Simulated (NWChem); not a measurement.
# BH2Cl (SMILES [H]B([H])Cl) at 3 levels

We compute a comparison of 3 runs (CAM-B3LYP-D3(BJ)/jorge-TZP, M06-2X/def2-SVP, wB97X/pcseg-2) of BH2Cl. 

The results are computed with NWChem 7.3.0.

1 further run of the same task is left out (set aside as unsound or not needed).

### 1 Starting point

The species is BH2Cl (4 atoms), meant as a singlet with charge 0. SMILES: `[H]B([H])Cl`. Geometry: relaxed at GFN2-xTB.

Bond lengths: B1–Cl4 1.673 Å, B1–H2 1.172 Å, B1–H3 1.172 Å. Angles: H2–B1–Cl4 119.1°, H3–B1–Cl4 119.0°, H2–B1–H3 121.9°.

### 2 The response to a field at CAM-B3LYP-D3(BJ)/jorge-TZP (run 1)

Input file bclh2.nw:

```
start bclh2
title "BClH2 CAM-B3LYP"
memory 2200 mb
charge 0

geometry noautosym nocenter noautoz
   B        0.069310       0.114420      -0.000410
   H        1.240090       0.070720       0.015540
   H       -0.512130       1.131590      -0.018950
   Cl      -0.797280      -1.316740       0.003830
end

basis spherical bse
   * library jorge-TZP
end

dft
   xc xcamb88 1.00 lyp 0.81 vwn_5 0.19 hfexch 1.00
   cam 0.33 cam_alpha 0.19 cam_beta 0.46
   disp vdw 4
   grid fine
   convergence energy 1e-05
   direct
   mulliken
   print low
end

property
   response 1 0
end

task dft property
```

The run is started by

```sh
nwchem bclh2.nw > bclh2.out
```

The program printed:

```text
[...]
 d= 0,ls=0.0,diis     1   -486.2553303740 -5.25D+02  3.96D-03  2.80D+00     5.9
[...]
 d= 0,ls=0.0,diis     7   -486.2860259364 -8.14D-08  1.72D-06  1.00D-08    37.7
         Total DFT energy =     -486.286025936433
      One electron energy =     -746.713068061945
           Coulomb energy =      254.534495166426
    Exchange-Corr. energy =      -33.064226072373
 Nuclear repulsion energy =       38.958048398991
    Dispersion correction =       -0.001275367531
[...]
      Total Density - Mulliken Population Analysis
     ---------------------------------------------
    Atom       Charge   Shell Charges
 -----------   ------   -------------------------------------------------------
    1 B    5     5.11   1.39  0.41  0.21  0.71  0.33  0.99  0.65  0.28  0.04  0.09  0.01
    2 H    1     0.90   0.27  0.44  0.18  0.01 -0.00  0.00
    3 H    1     0.90   0.27  0.44  0.18  0.01 -0.00  0.00
    4 Cl  17    17.09   0.14  0.45  0.86  0.50  0.45  1.58  0.97  0.88  5.27  0.74  1.33  2.75  1.13  0.01  0.03  0.00
[...]
 Anisotropic =      13.4135127
[...]
```

Run time: 2.1 min. Hardware: 1 thread of Intel Xeon at 2.60GHz (Ice Lake), shared host; peak memory 0.11 GiB.

### 3 The energy at M06-2X/def2-SVP (run 2)

Input file a.nw:

```
start a
memory 2200 mb
geometry units angstroms
   zmatrix
     B
     H 1 1.171704
     H 1 1.171773 2 121.89775
     Cl 1 1.673086 2 119.05265 3 -179.98298
   end
end
basis spherical bse
   * library def2-SVP
end
dft
   xc m06-2x
   mult 1
   grid xfine
end
task dft energy
```

The run is started by

```sh
nwchem a.nw > a.out
```

The program printed:

```text
[...]
 Group name             C2v
[...]
          Wavefunction type:  closed shell.
          No. of atoms     :     4
          No. of electrons :    24
[...]
          Charge           :     0
          Spin multiplicity:     1
[...]
          AO basis - number of functions:    42
[...]
              XC Information
              --------------
                       M06-2X Method XC Functional
                     Hartree-Fock (Exact) Exchange  0.540
                        M06-2X Exchange Functional  1.000
                      M06-2X Correlation Potential  1.000
[...]
 d= 0,ls=0.0,diis     1   -486.0489616305 -5.25D+02  1.04D-02  1.28D-01     0.4
[...]
 d= 0,ls=0.0,diis     6   -486.0702569632 -5.42D-07  9.69D-06  1.05D-07     1.8
         Total DFT energy =     -486.070256963169
      One electron energy =     -746.451407947809
           Coulomb energy =      254.480153664850
    Exchange-Corr. energy =      -33.057040339689
 Nuclear repulsion energy =       38.958037659479
[...]
```

It took 2.4 s on 1 thread of Intel Xeon at 2.60GHz (Ice Lake), shared host; peak memory 0.11 GiB.

### 4 Energy and forces at wB97X/pcseg-2 (density fitting with weigend coulomb fitting) (run 3)

Input file job.nw:

```
echo
start job
memory stack 880 mb heap 220 mb global 1100 mb
geometry units angstrom noautosym nocenter
zmatrix
  B
  H 1 1.171704
  H 1 1.171773 2 121.89775
  Cl 1 1.673086 2 119.05265 3 -179.98298
end
end
basis spherical bse
* library pcseg-2
end
basis "cd basis" spherical
* library "weigend coulomb fitting"
end
dft
xc wb97x
grid medium
mulliken
end
task dft gradient
```

The run is started by

```sh
nwchem job.nw > job.out
```

The program printed:

```text
[...]
          Wavefunction type:  closed shell.
          No. of atoms     :     4
          No. of electrons :    24
[...]
          Charge           :     0
          Spin multiplicity:     1
[...]
          AO basis - number of functions:    92
[...]
              XC Information
              --------------
                       wb97x  Method XC Functional
                     Hartree-Fock (Exact) Exchange  1.000
                         wb97x Exchange Functional  1.000
                      wb97x Correlation Functional  1.000
[...]
 d= 0,ls=0.0,diis     1   -486.2597242668 -5.25D+02  3.50D-03  4.73D-01     3.2
[...]
 d= 0,ls=0.0,diis     7   -486.2850657984 -7.21D-08  2.41D-06  9.48D-09    20.6
         Total DFT energy =     -486.285065798432
      One electron energy =     -746.835446393877
           Coulomb energy =      254.671929377884
    Exchange-Corr. energy =      -33.079586401458
 Nuclear repulsion energy =       38.958037619019
[...]
      Total Density - Mulliken Population Analysis
     ---------------------------------------------
    Atom       Charge   Shell Charges
 -----------   ------   -------------------------------------------------------
    1 B    5     4.80   2.00  0.51  0.38  0.06  1.01  0.73  0.02  0.01  0.07  0.00
    2 H    1     1.03   0.43  0.47  0.11  0.00  0.01  0.00
    3 H    1     1.03   0.43  0.47  0.11  0.00  0.01  0.00
    4 Cl  17    17.13   2.01  0.36  1.60  1.05  0.88  5.91  1.09  2.98  1.19  0.00  0.04  0.00
[...]
  wavefunction    = closed shell
[...]
                         DFT ENERGY GRADIENTS
    atom               coordinates                        gradient
                 x          y          z           x          y          z
   1 B       0.000000   0.000000   0.000000   -0.023602  -0.000014  -0.013073
   2 H       0.000000   0.000000   2.214199    0.000259   0.000008  -0.009048
   3 H       1.879949   0.000000  -1.170063   -0.007516   0.000008   0.004980
   4 Cl     -2.763853   0.000821  -1.535350    0.030860  -0.000003   0.017141
[...]
```

It took 35 s on 1 thread of Intel Xeon at 2.60GHz (Ice Lake), shared host; peak memory 0.12 GiB.

### 5 Overview of the runs

| run | level | task | integration grid | energy (Eh) | wall time |
| --- | --- | --- | --- | --- | --- |
| 1 | CAM-B3LYP-D3(BJ)/jorge-TZP | polarizability | fine | -486.286026 | 2.1 min |
| 2 | M06-2X/def2-SVP | energy | xfine | -486.070257 | 2.4 s |
| 3 | wB97X/pcseg-2 (density fitting with weigend coulomb fitting) | gradient | medium | -486.285066 | 35 s |

### 6 Summary of results

| quantity | value |
| --- | --- |
| run 3: total energy | -486.28507 Eh |
| run 3: dipole moment | 0.46 D |
| run 3: HOMO energy | -11.03 eV |
| run 3: LUMO energy | 0.60 eV |
| run 3: HOMO–LUMO gap | 11.63 eV |
| run 3: largest force on an atom | 1.815 eV/Å |

Totals of different functionals can't be ranked against each other. All runs together took 2.7 min, the longest 2.1 min.
